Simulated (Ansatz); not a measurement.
# Pulling the pair apart

The pair of OH⁻ (SMILES [OH-], atoms 1–2) and CH$_{4}$ (SMILES C, atoms 3–7), both closed shells, in one local arrangement (a lower one may exist), relaxed at PBE0-D4/def2-TZVPD:

```xyz
7
angstrom
O -0.4048 0.3395 -2.0476
H 0.1282 -0.0943 -2.7218
C 0.0552 -0.0490 0.9493
H -0.6553 0.6024 1.4678
H -0.1286 -1.0831 1.2582
H 1.0699 0.2317 1.2493
H -0.0646 0.0528 -0.1552
```

CH$_{4}$ is shifted rigidly along the line between the mean atom positions of the two fragments (negative: closer). Counterpoise interaction energies in kJ/mol. Program: Ansatz 0.2.0. Basis: def2-TZVPPD. Cores are frozen in the correlated methods. B3LYP uses VWN-RPA correlation.

```
shift (Å)  r2SCAN-D4     HF  B3LYP-D4
    -0.19      -25.5   -8.1     -23.8
    -0.10      -27.6  -12.8     -26.4
     0.00      -28.3  -15.6     -27.4
     0.10      -27.9  -17.1     -27.4
     0.23      -26.5  -17.7     -26.2
     0.49      -22.4  -16.3     -22.4
     0.97      -14.7  -11.5     -15.0
     1.94       -6.1   -5.0      -6.6
```

**Question.** What does CCSD(T) give at these shifts? (An estimate is asked for; the value comes from the calculation.)

**Answer.** The calculation gives: -18.6, -21.9, -23.4, -23.8, -23.2, -20.2, -13.6, -5.7 kJ/mol. For zero shift, CCSD(T) at an estimated basis limit (MP2 extrapolated from triple and quadruple zeta, plus CCSD(T) − MP2 in triple zeta) gives -25.7 kJ/mol. These are counterpoise interaction energies, counted from the two frozen fragments.

T1 diagnostic: at most 0.019.

For scale, one of the runs: CCSD(T)/def2-TZVPPD, 162 basis functions, launched by `ansatz run in.yaml --threads 2 --pin off --events-out ev --progress --plain --max-ram 5222MiB`. Hardware: 2 CPU threads of an Intel Xeon 6975P-C, shared host. Wall time 7.5 s; peak host memory 1.3 GiB.
